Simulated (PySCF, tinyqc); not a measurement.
Inside a calculation. Method: CCSD on RHF in the sto-3g basis, for BH, spin multiplicity 1. The lowest restricted solution is unstable here: a spin-polarised one lies 0.0076 hartree lower (PySCF). Computed by tinyqc, a small Python program that keeps every step (integrals from PySCF). Settings: charge = 0, multiplicity = 1, basis = sto-3g, method = RHF, energy threshold = 1e-10, iteration cap = 61, orthogonalisation = canonical, start = core, DIIS depth = 6, amplitude equations = CCSD, DIIS depth for amplitudes = 6, cap on updates = 87. Command: `OMP_NUM_THREADS=1 python tinyqc.py 26105 26106 out.jsonl` (the two numbers bound the seeds that draw the settings). One thread of a shared host (Intel(R) Xeon(R) Processor @ 2.60GHz), about 0.3 s of CPU time with the checks. The early iterations of the SCF are left out here.

## One-electron integrals

Geometry (angstrom):
```
atom,x,y,z
B,0.00000,0.00000,0.00000
H,0.00000,0.00000,1.44000
```

Basis sto-3g: exponents (1/bohr^2) and contraction coefficients of normalised primitives:
```
element,l (shell),exponent,coefficient
B,s (1),48.79111,0.15433
B,s (1),8.88736,0.53533
B,s (1),2.40527,0.44463
B,s (2),2.23696,-0.09997
B,s (2),0.51982,0.39951
B,s (2),0.16906,0.70012
B,p (3),2.23696,0.15592
B,p (3),0.51982,0.60768
B,p (3),0.16906,0.39196
H,s (1),3.42525,0.15433
H,s (1),0.62391,0.53533
H,s (1),0.16886,0.44463
```

Overlap, kinetic and nuclear-attraction integrals over the contracted functions; the nuclear repulsion is the sum of Za Zb / Rab.

nuclear repulsion = 1.8374209 hartree

overlap S, lower triangle:
```
,1B 1s,1B 2s,1B 2px,1B 2py,1B 2pz,2H 1s
1B 1s,1.00000
1B 2s,0.26933,1.00000
1B 2px,0.00000,0.00000,1.00000
1B 2py,0.00000,0.00000,0.00000,1.00000
1B 2pz,0.00000,0.00000,0.00000,0.00000,1.00000
2H 1s,0.03787,0.35558,0.00000,0.00000,0.39662,1.00000
```

kinetic energy T (hartree), lower triangle:
```
,1B 1s,1B 2s,1B 2px,1B 2py,1B 2pz,2H 1s
1B 1s,10.82630
1B 2s,-0.04797,0.35917
1B 2px,0.00000,0.00000,1.12388
1B 2py,0.00000,0.00000,0.00000,1.12388
1B 2pz,0.00000,0.00000,0.00000,0.00000,1.12388
2H 1s,-0.01106,0.03837,0.00000,0.00000,0.12380,0.76003
```

nuclear attraction V (hartree), lower triangle:
```
,1B 1s,1B 2s,1B 2px,1B 2py,1B 2pz,2H 1s
1B 1s,-23.51487
1B 2s,-3.23834,-4.13434
1B 2px,0.00000,0.00000,-4.07629
1B 2py,0.00000,0.00000,0.00000,-4.07629
1B 2pz,-0.01269,-0.12115,0.00000,0.00000,-4.15908
2H 1s,-0.45771,-1.23110,0.00000,0.00000,-1.30006,-3.05443
```

core Hamiltonian H = T + V (hartree), lower triangle:
```
,1B 1s,1B 2s,1B 2px,1B 2py,1B 2pz,2H 1s
1B 1s,-12.68857
1B 2s,-3.28630,-3.77517
1B 2px,0.00000,0.00000,-2.95241
1B 2py,0.00000,0.00000,0.00000,-2.95241
1B 2pz,-0.01269,-0.12115,0.00000,0.00000,-3.03519
2H 1s,-0.46877,-1.19273,0.00000,0.00000,-1.17625,-2.29440
```

## Two-electron integrals

Functions are numbered as in S; the eight-fold symmetry (ij|kl) = (ji|kl) = (kl|ij) leaves the list below.

Two-electron integrals (ij|kl) in chemists' order, unique and non-zero (hartree):
```
i,j,k,l,(ij|kl)
1,1,1,1,2.92351
2,1,1,1,0.51838
2,1,2,1,0.10926
2,2,1,1,0.74423
2,2,2,1,0.19318
2,2,2,2,0.54480
3,1,3,1,0.02026
3,2,3,1,0.03000
3,2,3,2,0.12035
3,3,1,1,0.74249
3,3,2,1,0.19324
3,3,2,2,0.54468
3,3,3,3,0.58677
4,1,4,1,0.02026
4,2,4,1,0.03000
4,2,4,2,0.12035
4,3,4,3,0.03163
4,4,1,1,0.74249
4,4,2,1,0.19324
4,4,2,2,0.54468
4,4,3,3,0.52351
4,4,4,4,0.58677
5,1,5,1,0.02026
5,2,5,1,0.03000
5,2,5,2,0.12035
5,3,5,3,0.03163
5,4,5,4,0.03163
5,5,1,1,0.74249
5,5,2,1,0.19324
5,5,2,2,0.54468
5,5,3,3,0.52351
5,5,4,4,0.52351
5,5,5,5,0.58677
6,1,1,1,0.07248
6,1,2,1,0.01523
6,1,2,2,0.02706
6,1,3,3,0.02693
6,1,4,4,0.02693
6,1,5,1,0.00107
6,1,5,2,0.00199
6,1,5,5,0.02732
6,1,6,1,0.00219
6,2,1,1,0.19463
6,2,2,1,0.05142
6,2,2,2,0.16215
6,2,3,3,0.15734
6,2,4,4,0.15734
6,2,5,1,0.00562
6,2,5,2,0.03591
6,2,5,5,0.17161
6,2,6,1,0.00765
6,2,6,2,0.07004
6,3,3,1,0.00485
6,3,3,2,0.02340
6,3,5,3,0.00649
6,3,6,3,0.00716
6,4,4,1,0.00485
6,4,4,2,0.02340
6,4,5,4,0.00649
6,4,6,4,0.00716
6,5,1,1,0.19045
6,5,2,1,0.05094
6,5,2,2,0.16946
6,5,3,3,0.16059
6,5,4,4,0.16059
6,5,5,1,0.00957
6,5,5,2,0.05718
6,5,5,5,0.18700
6,5,6,1,0.00790
6,5,6,2,0.08537
6,5,6,5,0.10910
6,6,1,1,0.36535
6,6,2,1,0.09824
6,6,2,2,0.35175
6,6,3,3,0.33172
6,6,4,4,0.33172
6,6,5,1,0.01206
6,6,5,2,0.10462
6,6,5,5,0.39132
6,6,6,1,0.01481
6,6,6,2,0.20146
6,6,6,5,0.26544
6,6,6,6,0.77461
```

## Orthogonalisation

S = U s U^T; canonical form X = U s^(-1/2), so that X^T S X = 1. Each column of U has its largest component positive (the first on a tie).

eigenvalues of S: 0.44544  0.79853  1.00000  1.00000  1.17612  1.57991

X:
```
,1,2,3,4,5,6
1B 1s,0.31810,0.76740,0.00000,0.00000,0.58285,0.23213
1B 2s,-0.79555,-0.53493,0.00000,0.00000,0.41435,0.42670
1B 2px,0.00000,0.00000,0.87311,-0.48753,0.00000,0.00000
1B 2py,0.00000,0.00000,0.48753,0.87311,0.00000,0.00000
1B 2pz,-0.71505,0.54761,0.00000,0.00000,-0.53202,0.35570
2H 1s,0.99979,-0.27816,0.00000,0.00000,-0.23624,0.52007
```

Within a degenerate level the vectors are fixed only up to a rotation; this is one choice.

## Iteration 7 (converged): orbitals

converged F (hartree), lower triangle:
```
,1B 1s,1B 2s,1B 2px,1B 2py,1B 2pz,2H 1s
1B 1s,-7.34964
1B 2s,-2.14589,-1.01698
1B 2px,0.00000,0.00000,0.26442
1B 2py,0.00000,0.00000,0.00000,0.26442
1B 2pz,-0.01986,-0.02024,0.00000,0.00000,-0.05557
2H 1s,-0.31297,-0.40155,0.00000,0.00000,-0.35886,-0.28258
```

Diagonalise F' = X^T F X, C = X C', fill 3 alpha and 3 beta electrons from the bottom; D = 2 C_occ C_occ^T. Each column has its largest component positive (the first on a tie).

F' = X^T F X (hartree), lower triangle:
```
,1,2,3,4,5,6
1,0.32669
2,-0.79719,-2.77731
3,0.00000,0.00000,0.26442
4,0.00000,0.00000,0.00000,0.26442
5,-0.53097,-2.98980,0.00000,0.00000,-3.64350
6,-0.33605,-1.50411,0.00000,0.00000,-1.86341,-1.48575
```

orbital energies (hartree): MO1 -7.35418, MO2 -0.51978, MO3 -0.24867, MO4 0.26442, MO5 0.26442, MO6 0.54276

coefficients C:
```
,MO1,MO2,MO3,MO4,MO5,MO6
1B 1s,0.99239,-0.22588,-0.18595,0.00000,0.00000,0.11505
1B 2s,0.02784,0.69833,0.70895,0.00000,0.00000,-0.53081
1B 2px,0.00000,0.00000,0.00000,0.86298,-0.50524,0.00000
1B 2py,0.00000,0.00000,0.00000,0.50524,0.86298,0.00000
1B 2pz,0.00474,0.17610,-0.57519,0.00000,0.00000,-0.92675
2H 1s,-0.00559,0.47214,-0.46776,0.00000,0.00000,0.98055
```

D after iteration 7, lower triangle:
```
,1B 1s,1B 2s,1B 2px,1B 2py,1B 2pz,2H 1s
1B 1s,2.14089
1B 2s,-0.52389,1.98209
1B 2px,0.00000,0.00000,0.00000
1B 2py,0.00000,0.00000,0.00000,0.00000
1B 2pz,0.14376,-0.56935,0.00000,0.00000,0.72376
2H 1s,-0.05043,-0.00413,0.00000,0.00000,0.70434,0.88350
```

Within a degenerate level the vectors are fixed only up to a rotation; this is one choice.

## Convergence

Stop when the energy changes by less than 1e-10 hartree and every element of the error matrix X^T (F D S - S D F) X is below 3e-06.

Course of the cycle:
```
iteration,E (hartree),change,largest element of the error matrix
1,-24.0825255,-,5.85e-01
2,-24.7248854,-6.42e-01,6.28e-02
3,-24.7313512,-6.47e-03,2.52e-02
4,-24.7320003,-6.49e-04,2.26e-03
5,-24.7320034,-3.10e-06,1.84e-05
6,-24.7320034,-1.36e-10,9.02e-07
7,-24.7320034,-1.00e-12,2.21e-08
```

PySCF RHF in the same basis = -24.7320034 hartree

Converged in 7 iterations.

## Integrals over molecular orbitals

(pq|rs) = sum C_ip C_jq C_kr C_ls (ij|kl), one index at a time.

one-electron integrals over orbitals h = C^T H C (hartree), lower triangle:
```
,1,2,3,4,5,6
1,-12.67540
2,0.28174,-2.96814
3,0.21917,-0.20417,-2.80325
4,0.00000,0.00000,0.00000,-2.95241
5,0.00000,0.00000,0.00000,0.00000,-2.95241
6,-0.13484,0.46315,-0.28569,0.00000,0.00000,-2.48596
```

Two-electron integrals over orbitals (pq|rs), unique and non-zero (hartree):
```
p,q,r,s,(pq|rs)
1,1,1,1,2.89177
2,1,1,1,-0.24694
2,1,2,1,0.03412
2,2,1,1,0.59720
2,2,2,1,-0.00503
2,2,2,2,0.52390
3,1,1,1,-0.19889
3,1,2,1,0.02428
3,1,2,2,-0.01619
3,1,3,1,0.02966
3,2,1,1,0.12004
3,2,2,1,-0.00859
3,2,2,2,-0.05732
3,2,3,1,0.00430
3,2,3,2,0.09559
3,3,1,1,0.64941
3,3,2,1,-0.01274
3,3,2,2,0.42989
3,3,3,1,0.00351
3,3,3,2,0.04569
3,3,3,3,0.52123
4,1,4,1,0.02165
4,2,4,1,0.02091
4,2,4,2,0.06831
4,3,4,1,0.01688
4,3,4,2,0.04493
4,3,4,3,0.05413
4,4,1,1,0.74200
4,4,2,1,-0.00928
4,4,2,2,0.45744
4,4,3,1,-0.00686
4,4,3,2,0.06343
4,4,3,3,0.48102
4,4,4,4,0.58677
5,1,5,1,0.02165
5,2,5,1,0.02091
5,2,5,2,0.06831
5,3,5,1,0.01688
5,3,5,2,0.04493
5,3,5,3,0.05413
5,4,5,4,0.03163
5,5,1,1,0.74200
5,5,2,1,-0.00928
5,5,2,2,0.45744
5,5,3,1,-0.00686
5,5,3,2,0.06343
5,5,3,3,0.48102
5,5,4,4,0.52351
5,5,5,5,0.58677
6,1,1,1,0.12311
6,1,2,1,-0.02067
6,1,2,2,-0.00888
6,1,3,1,-0.00236
6,1,3,2,0.01436
6,1,3,3,0.01902
6,1,4,4,0.00397
6,1,5,5,0.00397
6,1,6,1,0.02492
6,2,1,1,-0.17794
6,2,2,1,0.00266
6,2,2,2,-0.02629
6,2,3,1,0.01238
6,2,3,2,-0.04852
6,2,3,3,-0.00916
6,2,4,4,-0.09310
6,2,5,5,-0.09310
6,2,6,1,0.00850
6,2,6,2,0.11329
6,3,1,1,0.12055
6,3,2,1,-0.00385
6,3,2,2,-0.03407
6,3,3,1,0.00589
6,3,3,2,0.08333
6,3,3,3,0.06185
6,3,4,4,0.06201
6,3,5,5,0.06201
6,3,6,1,0.01044
6,3,6,2,-0.06030
6,3,6,3,0.09897
6,4,4,1,-0.00986
6,4,4,2,-0.03335
6,4,4,3,-0.00666
6,4,6,4,0.02951
6,5,5,1,-0.00986
6,5,5,2,-0.03335
6,5,5,3,-0.00666
6,5,6,5,0.02951
6,6,1,1,0.64130
6,6,2,1,-0.00547
6,6,2,2,0.53341
6,6,3,1,-0.01625
6,6,3,2,-0.06386
6,6,3,3,0.45824
6,6,4,4,0.45868
6,6,5,5,0.45868
6,6,6,1,-0.00897
6,6,6,2,-0.00366
6,6,6,3,-0.03941
6,6,6,6,0.57868
```

## CCSD: starting amplitudes

t_ij^ab = <ij||ab> / (e_i + e_j - e_a - e_b), whose energy is MP2.

Starting amplitudes (spin orbitals 1a, 1b, ...; amplitudes related by a flip of all spins are not repeated):
```
from,to,t
3a 3b,6a 6b,-0.06252
2a 2b,6a 6b,-0.05331
3a 3b,4a 4b,-0.05275
3a 3b,5a 5b,-0.05275
2a 2b,4a 4b,-0.04355
2a 2b,5a 5b,-0.04355
2a 3b,4a 4b,-0.03463
2a 3b,5a 5b,-0.03463
2a 3b,6a 6b,0.03252
1a 2b,4a 4b,-0.00249
1a 2b,5a 5b,-0.00249
1a 3b,4a 4b,-0.00208
1a 3b,5a 5b,-0.00208
1a 1b,6a 6b,-0.00158
1a 1b,4a 4b,-0.00142
1a 1b,5a 5b,-0.00142
1a 3b,6a 6b,-0.00120
1a 2b,6a 6b,-0.00095
```

correlation energy = -0.0345231 hartree

## CCSD: amplitude update 1

t_i^a D_i^a and t_ij^ab D_ij^ab are set to the remaining terms of the spin-orbital equations, evaluated with the old amplitudes; for the doubles these are <ij||ab> + 1/2 <ab||ef> t_ij^ef + 1/2 <mn||ij> t_mn^ab + P(ij)P(ab) <mb||ej> t_im^ae + terms in t^2 + terms with t1, D the orbital-energy denominators.

Amplitudes after update 1 (spin orbitals 1a, 1b, ...; amplitudes related by a flip of all spins are not repeated):
```
from,to,t
3a 3b,4a 4b,-0.08314
3a 3b,5a 5b,-0.08314
3a 3b,6a 6b,-0.08234
2a 2b,6a 6b,-0.06929
2a 2b,4a 4b,-0.06028
2a 2b,5a 5b,-0.06028
2a 3b,4a 4b,-0.05709
2a 3b,5a 5b,-0.05709
2a 3b,6a 6b,0.04925
2a,6a,-0.00829
3a,6a,-0.00547
1a 2b,4a 4b,-0.00258
1a 2b,5a 5b,-0.00258
1a 3b,4a 4b,-0.00204
1a 3b,5a 5b,-0.00204
1a 1b,6a 6b,-0.00139
1a 1b,4a 4b,-0.00117
1a 1b,5a 5b,-0.00117
1a 3b,6a 6b,-0.00106
1a 2b,6a 6b,-0.00100
1a,6a,-0.00008
```

correlation energy = -0.0499060 hartree

## CCSD: amplitude update 2

As before.

Amplitudes after update 2 (spin orbitals 1a, 1b, ...; amplitudes related by a flip of all spins are not repeated):
```
from,to,t
3a 3b,4a 4b,-0.10145
3a 3b,5a 5b,-0.10145
3a 3b,6a 6b,-0.09052
2a 2b,6a 6b,-0.07348
2a 3b,4a 4b,-0.06996
2a 3b,5a 5b,-0.06996
2a 2b,4a 4b,-0.06798
2a 2b,5a 5b,-0.06798
2a 3b,6a 6b,0.05686
2a,6a,-0.01386
3a,6a,-0.00976
1a 2b,4a 4b,-0.00250
1a 2b,5a 5b,-0.00250
1a 3b,4a 4b,-0.00184
1a 3b,5a 5b,-0.00184
1a 1b,6a 6b,-0.00136
1a 2b,6a 6b,-0.00101
1a 1b,4a 4b,-0.00101
1a 1b,5a 5b,-0.00101
1a 3b,6a 6b,-0.00101
1a,6a,-3.54e-05
```

correlation energy = -0.0574169 hartree

## CCSD: convergence

E_corr = 1/4 sum <ij||ab> t_ij^ab + 1/2 sum <ij||ab> t_i^a t_j^b; stop when the norm of the change is below 1e-8.

Course of the amplitude iterations:
```
update,correlation energy (hartree),norm of the change
0,-0.0345231,-
1,-0.0499060,1.51e-01
2,-0.0574169,8.19e-02
3,-0.0658403,4.56e-02
4,-0.0655211,5.06e-03
5,-0.0656619,1.38e-03
6,-0.0656102,4.32e-04
7,-0.0656094,6.24e-05
8,-0.0656116,1.98e-05
9,-0.0656116,2.30e-06
10,-0.0656116,5.24e-07
11,-0.0656116,4.50e-08
12,-0.0656116,1.04e-08
13,-0.0656116,2.96e-09
```

Converged amplitudes (spin orbitals 1a, 1b, ...; amplitudes related by a flip of all spins are not repeated):
```
from,to,t
3a 3b,4a 4b,-0.12918
3a 3b,5a 5b,-0.12918
3a 3b,6a 6b,-0.09841
2a 3b,4a 4b,-0.08514
2a 3b,5a 5b,-0.08514
2a 2b,4a 4b,-0.07549
2a 2b,5a 5b,-0.07549
2a 2b,6a 6b,-0.07337
2a 3b,6a 6b,0.06295
2a,6a,-0.02019
3a,6a,-0.01666
1a 2b,4a 4b,-0.00237
1a 2b,5a 5b,-0.00237
1a 3b,4a 4b,-0.00148
1a 3b,5a 5b,-0.00148
1a 1b,6a 6b,-0.00134
1a 2b,6a 6b,-0.00108
1a 3b,6a 6b,-0.00099
1a 1b,5a 5b,-0.00079
1a 1b,4a 4b,-0.00079
1a,6a,0.00007
```

CCSD total energy = -24.7976150 hartree

T1 diagnostic, norm of the one-spin t1 over sqrt(correlated electrons) = 0.01069

Converged in 13 updates, with DIIS from the third.
